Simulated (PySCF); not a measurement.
Calculated NMR parameters of C#CC1=NC1

- Formula: C4H3N
- SMILES: C#CC1=NC1
- InChI: InChI=1S/C4H3N/c1-2-4-3-5-4/h1H,3H2
- Point group of the computed structure: Cs
- Degrees of unsaturation: 4
- Carbon signals: 4
- Proton signals: 2

Molfile (atoms numbered from 1):
```
C4H3N
     RDKit          3D

  8  8  0  0  0  0  0  0  0  0999 V2000
    2.3215   -0.0193   -0.0929 C   0  0  0  0  0  0  0  0  0  0  0  0
    1.1284   -0.1735   -0.1603 C   0  0  0  0  0  0  0  0  0  0  0  0
   -0.2356   -0.3165   -0.2156 C   0  0  0  0  0  0  0  0  0  0  0  0
   -1.2358   -0.9643   -0.6339 N   0  0  0  0  0  0  0  0  0  0  0  0
   -1.5264    0.2279    0.2035 C   0  0  0  0  0  0  0  0  0  0  0  0
    3.3631    0.0962   -0.0455 H   0  0  0  0  0  0  0  0  0  0  0  0
   -1.8787    0.0564    1.2126 H   0  0  0  0  0  0  0  0  0  0  0  0
   -1.9274    1.1026   -0.2924 H   0  0  0  0  0  0  0  0  0  0  0  0
  1  2  3  0
  2  3  1  0
  3  4  2  0
  4  5  1  0
  5  3  1  0
  1  6  1  0
  5  7  1  0
  5  8  1  0
M  END
```

- σ from GIAO-PBE0/pcSseg-1
- structure optimised with GFN2-xTB
- code: PySCF
- non-relativistic, equivalent nuclei averaged, one conformer, in vacuum

Shifts are taken against calculated references (same method and geometry level): TMS for $^{1}$H, $^{13}$C; $^{15}$N against NH3.

```tsv
carbon	δC, type	δH (multiplicity)	HMBC from (2–3 bonds)	span of the C tensor (ppm)
C1	130.1, CH	5.52 (s)	–	108
C2	73.7, C	–	H6, H7/H8	301
C3	169.8, C	–	H6, H7/H8	330
C5	26.0, CH2	1.55 (s)	–	125
```

Other nuclei:
```tsv
atoms	nucleus	environment	δ (ppm)	σ (ppm)
N4	$^{15}$N	imine nitrogen	375.0	-107.3
```

- Carbon types of the structure: 2 × C, 1 × CH, 1 × CH2, which accounts for all hydrogens.
- δC 169.8: C=N carbon.
- δC 130.1: terminal alkyne carbon.
- δC 73.7: alkyne carbon; the triple bond shields along its axis, which puts it between sp3 and sp2 carbons.
- δC 26.0: three-membered-ring carbon; deshielded by the electronegative neighbour.
- δH 1.55: hydrogen on a three-membered-ring carbon; cyclopropane-type protons are shielded by the ring.

Shifts are as computed. Against solution values, carbons near 30 ppm lie about +3 ppm off and those near 130 ppm about +5 ppm. Of 1211 compounds with measured shifts, 218 miss one by over three times the rms of a fit or turn the order of signals round; such compounds aren't used in these exercises. Experimental scales use liquid or dissolved standards, which lie at an offset from isolated NH3 (liquid NH3: subtract about 20 ppm). Unscaled 15N shifts of sp2 nitrogen come out 20 to 40 ppm too high even then. No couplings were computed; multiplicities are counted from neighbouring protons, with m where these are inequivalent, close in shift, in a saturated or five-membered ring or joined by F or P, and br s for small geminal =CH2 splittings.
